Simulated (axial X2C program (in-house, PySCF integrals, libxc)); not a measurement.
## Correcting the dissociation energy of OF⁺ for spin–orbit coupling

A spin-free PBE0 curve (one-electron X2C) was computed with an axial X2C code built on PySCF integrals, basis F dyall-av3z [7s6p3d2f], O dyall-av3z [7s6p3d2f] (cores contracted in-house), for the state M_S = 1, Λ = 0 (beyond evenly filled blocks: π+α, π-α). It gives D0 = 3.498 eV to F + O+, which in a spin-free picture are the weighted means of the ground terms.

Measured levels of the ground terms (NIST Handbook of Basic Atomic Spectroscopic Data), in cm⁻¹: F 2P: J = 3/2 at 0, J = 1/2 at 404.1; O+ 4S: J = 3/2 at 0.

The molecular state has Λ = 0, so it has no first-order lowering.

(1) How far does each ground level lie under the (2J+1)-weighted mean of its term?

(2) Correct D0.

Second-order spin–orbit effects in the molecule, which grow quickly with Z, are left out. Occupations by symmetry block were frozen at the best pattern of an incomplete PBE0 search. Dissociation energies refer to the lowest single-determinant-based atoms at the same level and basis.

Answers

(1) F: (4 × 0 + 2 × 404.1)/6 = 135 cm⁻¹; O+: a single level, 0.

(2) D0 = 3.498 + (0 − 135)/8065.5 = 3.481 eV at PBE0 with these spin–orbit terms.
